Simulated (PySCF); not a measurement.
## TDDFT excited states: [C5H6Cl]+

Compound: C5H6Cl (charge +1).
SMILES: `C#C[C+](C)CCl`

The calculation used TDDFT PBE0/def2-SVPD, vertical, gas phase, core orbitals frozen in the response in PySCF. Isolated species at its GFN2-xTB geometry (one conformer only). Torsions of this conformer, `[CH:1]#[C:2][C+:3]([CH3:4])[CH2:5][Cl:6]`: C2–C3–C5–Cl6 -93°.

Question: What does the calculation give for the low-lying excited states?

Answer: 

| state | E (eV) | E (hartree) | f | main configurations (H = HOMO, L = LUMO) |
| --- | --- | --- | --- | --- |
| S1 | 3.44 | 0.1263 | 0.0009 | H→L (78%), H-1→L (21%) |
| S2 | 4.42 | 0.1624 | 0.050 | H-2→L (51%), H-1→L (38%), H→L (8%) |
| S3 | 4.84 | 0.1777 | 0.173 | H-2→L (47%), H-1→L (36%), H→L (11%) |
| S4 | 5.77 | 0.2119 | 0.087 | H-3→L (91%) |
| S5 | 6.24 | 0.2293 | 0.0011 | H-4→L (99%) |
| S6 | 6.96 | 0.2558 | 0.0024 | H→L+1 (62%), H-1→L+1 (30%) |

Triplets, Tamm–Dancoff:

```csv
state,E (eV),λ (nm),"main configurations (H = HOMO, L = LUMO)"
T1,2.97,418.0,"H→L (66%), H-1→L (32%)"
T2,3.17,391.4,"H-1→L (65%), H→L (32%)"
```

The lowest singlet comes at 361 nm (331 kJ/mol) in the ultraviolet; it is very weak; its leading configuration is HOMO→LUMO (78%). The strongest level in the table is S3 at 4.84 eV (256 nm, f = 0.173). Löwdin shares by element: HOMO carbon 81% or more, chlorine 9%; LUMO carbon 65% or more, chlorine 21%. The listed states span 3.53 eV, and the widest gap between neighbours is 0.98 eV (S1 to S2). Weighted by f, the mean energy of these states is 5.05 eV. Orbital energies (eV): HOMO-3 -15.38, HOMO-2 -14.59, HOMO-1 -13.91, HOMO -13.73, LUMO -8.55, LUMO+1 -5.40, LUMO+2 -4.51. No computed singlet lies in the visible range (380 to 750 nm); the lowest, at 361 nm, stands 0.17 eV above its violet end (3.26 eV); a Tamm–Dancoff triplet lies at 418 nm, without intensity as long as spin–orbit coupling is left out. Singlets were solved by full linear response, triplets in the Tamm–Dancoff approximation.
